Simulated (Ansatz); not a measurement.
Relaxing Os2Pd

Computed with Ansatz 0.2.0, DFT PBE, scalar-relativistic, plane waves, PAW. Cutoff 420 eV, Γ-centred k mesh, Gaussian smearing, no spin polarisation in the final step.

A relaxed cell is given with its space group left out.

```
CELL_PARAMETERS angstrom
-1.63418 1.63418 4.19254
1.63418 -1.63418 4.19254
1.63418 1.63418 -4.19254
ATOMIC_POSITIONS crystal
Pd 0.00000 0.00000 0.00000
Os 0.67668 0.67668 0.00000
Os 0.32332 0.32332 0.00000
```

Energies over the elements count from the elements' standard structures at the same level, with no empirical corrections.

What space group does it have?

I4/mmm (No. 139). Conventional cell: a = 3.268 Å, c = 8.385 Å. Pd is coordinated by 10 Os at 2.71–2.75 Å and 4 Pd at 3.27 Å; Os has 4 Os at 2.62 Å, 5 Pd at 2.71–2.75 Å, 1 Os at 2.96 Å and 4 Os at 3.27 Å.

What is its formation energy per atom?

0.54 eV/atom.

Is it a metal?

Yes, bands cross the Fermi level on the 20×20×20 mesh.

The final run used a 20×20×20 mesh on its 3-atom cell and 0.10 eV smearing. The k mesh leaves about 4 meV/atom of noise in metals. Spin–orbit coupling is left out. The cell came from a trial start, so Os2Pd may not exist in this structure.

Cost: 3 runs of about 2.7 core-minutes in all, on Intel Xeon 6975P-C (Granite Rapids) (shared hosts).